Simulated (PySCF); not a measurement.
# Bond length, frequency and bond energy of MgSi by level of theory

State: ³Σ⁻ (triplet), unpaired electrons π ↑↑. Set-up: Mg pcseg-2, Si pcseg-2; no relativity (PySCF 2.14). De refers to Mg + Si in their high-spin ground configurations, without counterpoise correction. The functionals are run spin-unrestricted. A positive dipole means Mg(−)Si(+). Levels whose curve was spin-contaminated or gave no clean fit are not listed.

```json
{"Level": "ROHF", "Re (Å)": "2.794", "ωe (cm⁻¹)": "166", "De (eV)": "0.181", "μ (D)": "-3.55"}
{"Level": "ROHF-MP2", "Re (Å)": "2.534", "ωe (cm⁻¹)": "314", "De (eV)": "0.77", "μ (D)": "n/a"}
{"Level": "ROHF-SCS-MP2", "Re (Å)": "2.559", "ωe (cm⁻¹)": "296", "De (eV)": "0.64", "μ (D)": "n/a"}
{"Level": "ROHF-CCSD", "Re (Å)": "2.565", "ωe (cm⁻¹)": "301", "De (eV)": "0.68", "μ (D)": "n/a"}
{"Level": "ROHF-CCSD(T)", "Re (Å)": "2.543", "ωe (cm⁻¹)": "319", "De (eV)": "0.81", "μ (D)": "n/a"}
{"Level": "PBE", "Re (Å)": "2.552", "ωe (cm⁻¹)": "311", "De (eV)": "1.22", "μ (D)": "-3.57"}
{"Level": "M06", "Re (Å)": "2.515", "ωe (cm⁻¹)": "320", "De (eV)": "1.08", "μ (D)": "-3.60"}
```

Problem. What does all correlation do here, going from ROHF to ROHF-CCSD(T)?

Solution. ROHF-CCSD(T) less ROHF: -25.1 pm in Re, +92.2 % in ωe, +0.63 eV in De. Correlation nearly always deepens the well. The bond shortens, as in weak, metallic or heavy-atom bonds, where dispersion and the correlation of outer-core electrons pull the atoms together.

Correlated steps freeze 6 core orbitals. UHF is strongly spin-contaminated for MgSi, so the ROHF reference used there is far from stable. The state is the lowest determinant that a PBE0 search found; another state may lie lower at other levels.

The whole job (state search and all levels along the bond) took about 4.7 min on 1 thread of Arm Neoverse N1 (shared host), peak memory 0.72 GiB.
